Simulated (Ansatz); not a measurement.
SiH$_{2}$SO (SMILES O[SiH]=S), closed shell: a trajectory.

in.yaml

```yaml
crystal:
  periodic: [false, false, false]
  atoms:
    - {symbol: O, position_ang: [-0.456060, -0.060650, -1.057950]}
    - {symbol: Si, position_ang: [0.242960, 0.129200, 0.378010]}
    - {symbol: S, position_ang: [1.496110, 1.609810, 0.755250]}
    - {symbol: H, position_ang: [-1.069040, -0.742450, -1.323130]}
    - {symbol: H, position_ang: [-0.213970, -0.935910, 1.247820]}
basis:
  gaussian: {orbitals: def2-SVP}
hamiltonian: {xc: pbe, dispersion: d4}
md: {n_steps: 30, timestep: 0.5, temperature: 200, ensemble: nvt_langevin, seed: 857, friction: 0.05, initial_velocities: maxwell_boltzmann}
```

Command:

```bash
ansatz run in.yaml --threads 2 --pin off --events-out ev --progress --plain --max-ram 3481MiB
```

Output of Ansatz 0.2.0:

```
Functional definition: PBE
  name "PBE"
  cite "Perdew, Burke & Ernzerhof, Phys. Rev. Lett. 77, 3865 (1996) doi:10.1103/PhysRevLett.77.3865"
  parent pbe
  parameter kappa = 0.804
  parameter beta = 0.06672455060314922
  exchange = pbe_x(kappa = kappa, mu = beta*pi^2/3)
  correlation = pbe_c(beta = beta)
660 factors; their error is unknown
mean field evaluation 1: about -20769.8566 eV, gradient 5.5e1 eV
mean field evaluation 2: about -20739.7808 eV, gradient 1.3e2 eV
mean field evaluation 4: about -20774.4436 eV, gradient 1.7e1 eV
mean field evaluation 8: about -20775.4501 eV, gradient 1.3e-1 eV
mean field evaluation 16: about -20775.3988 eV, gradient 4.5e-5 eV
mean field -20775.39882306 eV, -763.4818246764 hartree, gradient 4.5e-5 eV, S^2 0.000000; 0 other end points of the search recorded, 0 dependent functions left out
the calculation of the forces begins
reference -20775.39884779 eV, -763.4818255852 hartree; 20, 20 occupied and 40, 40 virtual orbitals, 660 factors
md step     0: t =     0.00 fs  T =   160.0 K  F+E_penalty+E_count = -20775.50288817 eV  E_kin = 0.103408 eV  (25 SCF iters)
md step     1: t =     0.50 fs  T =   175.9 K  F+E_penalty+E_count = -20775.50814753 eV  E_kin = 0.113705 eV  (28 SCF iters)
md step     2: t =     1.00 fs  T =   209.9 K  F+E_penalty+E_count = -20775.51063471 eV  E_kin = 0.135667 eV  (28 SCF iters)
md step     3: t =     1.50 fs  T =   291.8 K  F+E_penalty+E_count = -20775.50859543 eV  E_kin = 0.188591 eV  (28 SCF iters)
md step     4: t =     2.00 fs  T =   216.3 K  F+E_penalty+E_count = -20775.50221224 eV  E_kin = 0.139766 eV  (28 SCF iters)
md step     5: t =     2.50 fs  T =   181.1 K  F+E_penalty+E_count = -20775.49744519 eV  E_kin = 0.117015 eV  (28 SCF iters)
md step     6: t =     3.00 fs  T =   176.5 K  F+E_penalty+E_count = -20775.49908641 eV  E_kin = 0.114093 eV  (28 SCF iters)
md step     7: t =     3.50 fs  T =   169.5 K  F+E_penalty+E_count = -20775.50818496 eV  E_kin = 0.109550 eV  (28 SCF iters)
md step     8: t =     4.00 fs  T =   187.9 K  F+E_penalty+E_count = -20775.52236380 eV  E_kin = 0.121456 eV  (28 SCF iters)
md step     9: t =     4.50 fs  T =   197.5 K  F+E_penalty+E_count = -20775.53745055 eV  E_kin = 0.127642 eV  (28 SCF iters)
md step    10: t =     5.00 fs  T =   228.2 K  F+E_penalty+E_count = -20775.54867533 eV  E_kin = 0.147510 eV  (28 SCF iters)
md step    11: t =     5.50 fs  T =   241.0 K  F+E_penalty+E_count = -20775.55298548 eV  E_kin = 0.155747 eV  (28 SCF iters)
md step    12: t =     6.00 fs  T =   253.7 K  F+E_penalty+E_count = -20775.55145529 eV  E_kin = 0.163960 eV  (28 SCF iters)
md step    13: t =     6.50 fs  T =   240.3 K  F+E_penalty+E_count = -20775.54682107 eV  E_kin = 0.155293 eV  (28 SCF iters)
md step    14: t =     7.00 fs  T =   249.7 K  F+E_penalty+E_count = -20775.54191448 eV  E_kin = 0.161353 eV  (28 SCF iters)
md step    15: t =     7.50 fs  T =   253.0 K  F+E_penalty+E_count = -20775.53853190 eV  E_kin = 0.163525 eV  (28 SCF iters)
md step    16: t =     8.00 fs  T =   239.3 K  F+E_penalty+E_count = -20775.53717437 eV  E_kin = 0.154632 eV  (28 SCF iters)
md step    17: t =     8.50 fs  T =   248.5 K  F+E_penalty+E_count = -20775.53871947 eV  E_kin = 0.160603 eV  (26 SCF iters)
md step    18: t =     9.00 fs  T =   265.4 K  F+E_penalty+E_count = -20775.54282606 eV  E_kin = 0.171507 eV  (28 SCF iters)
md step    19: t =     9.50 fs  T =   248.3 K  F+E_penalty+E_count = -20775.54512441 eV  E_kin = 0.160489 eV  (27 SCF iters)
md step    20: t =    10.00 fs  T =   265.7 K  F+E_penalty+E_count = -20775.54124740 eV  E_kin = 0.171710 eV  (27 SCF iters)
md step    21: t =    10.50 fs  T =   289.7 K  F+E_penalty+E_count = -20775.53157400 eV  E_kin = 0.187211 eV  (27 SCF iters)
md step    22: t =    11.00 fs  T =   241.9 K  F+E_penalty+E_count = -20775.52121657 eV  E_kin = 0.156335 eV  (27 SCF iters)
md step    23: t =    11.50 fs  T =   196.8 K  F+E_penalty+E_count = -20775.51438816 eV  E_kin = 0.127182 eV  (27 SCF iters)
md step    24: t =    12.00 fs  T =   196.3 K  F+E_penalty+E_count = -20775.51183367 eV  E_kin = 0.126870 eV  (27 SCF iters)
md step    25: t =    12.50 fs  T =   203.2 K  F+E_penalty+E_count = -20775.51379774 eV  E_kin = 0.131353 eV  (27 SCF iters)
md step    26: t =    13.00 fs  T =   202.5 K  F+E_penalty+E_count = -20775.51702195 eV  E_kin = 0.130870 eV  (27 SCF iters)
md step    27: t =    13.50 fs  T =   213.9 K  F+E_penalty+E_count = -20775.51888973 eV  E_kin = 0.138213 eV  (28 SCF iters)
md step    28: t =    14.00 fs  T =   240.0 K  F+E_penalty+E_count = -20775.51721347 eV  E_kin = 0.155120 eV  (28 SCF iters)
md step    29: t =    14.50 fs  T =   262.6 K  F+E_penalty+E_count = -20775.50695201 eV  E_kin = 0.169706 eV  (28 SCF iters)
md step    30: t =    15.00 fs  T =   275.9 K  F+E_penalty+E_count = -20775.48582678 eV  E_kin = 0.178309 eV  (26 SCF iters)
Total energy: -20775.48585102 eV, -763.4850228950 hartree
Atom 0 at    -0.480850    -0.064571    -1.122783 Å, force     0.660636     0.503646     0.971916 eV/Å
Atom 1 at     0.251223     0.160003     0.400269 Å, force    -1.061430    -0.787203    -1.827671 eV/Å
Atom 2 at     1.490573     1.563968     0.729652 Å, force     1.139843     1.221894     0.501899 eV/Å
Atom 3 at    -1.234308    -0.654747    -1.006516 Å, force    -0.532929    -0.521022    -0.204878 eV/Å
Atom 4 at    -0.221801    -0.960219     1.217296 Å, force    -0.206120    -0.417315     0.558734 eV/Å
Dipole moment:    -0.521990    -0.549361     0.067743 e Å

[the SCF lines of later steps are left out]
```

The run took about 18 s on 2 CPU threads of an Arm Neoverse V2 (shared host).
